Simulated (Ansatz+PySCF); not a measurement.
The numbers below are computed, except where a source is named.
Several solutions for singlet HCl

```
atom   x (Å)   y (Å)    z (Å)
   H  0.0000  0.0000  -2.9738
  Cl  0.0000  0.0000   0.1749
```

Basis set: 6-31G (spherical functions). Charge 0, multiplicity 1.

PBE0 (unrestricted) was run from several starts with Ansatz (development build ahead of 0.2.0) and PySCF 2.14.0.

```tsv
run	program	start	converged	energy (hartree)	<S²>
A	Ansatz	atomic start, no search	yes	-460.41138	0.00
B	Ansatz	stability test followed	yes	-460.46580	0.94
C	PySCF	program defaults	yes	-460.41138	0.00
D	Ansatz	search for the lowest state	yes	-460.46580	0.94
```

(1) Which runs reached the lowest solution of this kind, and what is wrong with the others?

Results:

(1) B, D reached the lowest solution found. Converged but too high: A by 1.48 eV, C by 1.48 eV. Convergence only shows a stationary point, and even a stable one can lie too high; stability tests and further starts are what find lower ones. Caution: charge can spread falsely over distant fragments. Caution: the unrestricted determinant is a mixture of spin states.
